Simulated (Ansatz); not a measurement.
**H₂Cl (doublet): the correlation ladder at distance Cl1–H2 along a hydrogen transfer = 1.403 Å, 6-31G**

An exercise on one series of results from a longer session: the logs are not shown, and one member is left open.

The runs use Ansatz 0.2.0, Gaussian basis; 6-31G, core rule «outside noble gas», up to 5 orbitals frozen.

To be run: UHF; CCSD(T) on ROHF; CCSD(T) on UHF.

16 further runs of the same task are left out: 16 set aside as unsound or not needed.

**The system**

The geometry derives from fragments relaxed apart (PBE0/def2-TZVP) and kept rigid, so it is no stationary point. A hydrogen atom is moved between rigid fragments.

3 atoms, charge 0, spin multiplicity 2.

Atoms are counted from 1 here; the program's logs count them from 0.

Bond lengths: Cl1–H2 1.403 Å.

As a file:

```xyz
3
charge 0, multiplicity 2
Cl    0.0000    0.0000   -1.2390
H     0.0000    0.0000    0.1640
H     0.0000    0.0000    1.0750
```

The first run:

Contents of in.yaml:

```yaml
crystal:
  periodic: [false, false, false]
  atoms:
    - {symbol: Cl, position_ang: [0.000000, 0.000000, -1.239000]}
    - {symbol: H, position_ang: [0.000000, 0.000000, 0.164000]}
    - {symbol: H, position_ang: [0.000000, 0.000000, 1.075000]}
basis:
  gaussian: {orbitals: 6-31G}
magnetization: {spin_polarized: true, initial_magnetization: 1}
hamiltonian: {xc: hf}
output: {orbitals: {seedname: orbitals}}
```

On the command line:

```bash
$ ansatz run in.yaml --threads 1 --pin off --events-out ev --progress --plain --max-ram 2393MiB
```

Steps of the session up to this table: UHF; CCSD(T) on ROHF; CCSD(T) on UHF.

One table of the session follows, with a row left open; its other results are not shown here.

```
  method  from RCCSD(T) (kcal/mol)
    ROHF                    +45.55
     UHF                         ?
    RMP2                     +8.00
    UMP2                     +8.58
   RCCSD                     +0.40
   UCCSD                     +0.34
RCCSD(T)                         0
UCCSD(T)                     -0.01
```

Q: Estimate the row for UHF from the others.

The run gave: from RCCSD(T) (kcal/mol): +39.71. In the column «from RCCSD(T) (kcal/mol)» it lies between UMP2 (+8.58) and ROHF (+45.55).

Caveats from the session: Restricted and unrestricted rows rest on different reference determinants; where their highest levels disagree by more than a few hundredths of an eV, they describe different states and don't form one ladder.
